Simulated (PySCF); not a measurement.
Calculation: PySCF 2.14.0 with PBE-D3(BJ)/def2-TZVP // B3LYP-D3(BJ)/def2-TZVP. Gas-phase values, no solvent. 

Reference species (SMILES): `[SiH3]` (neutral, multiplicity 2).

```
Property       Result
-------------  ------
dipole moment  0.03 D
```

Changed species: `C=[CH]` (radical fragment; the reference has radical fragment).

Question: What does the change do to the dipole moment?

Answer: the dipole moment rises by 0.69 D, to 0.72 D.
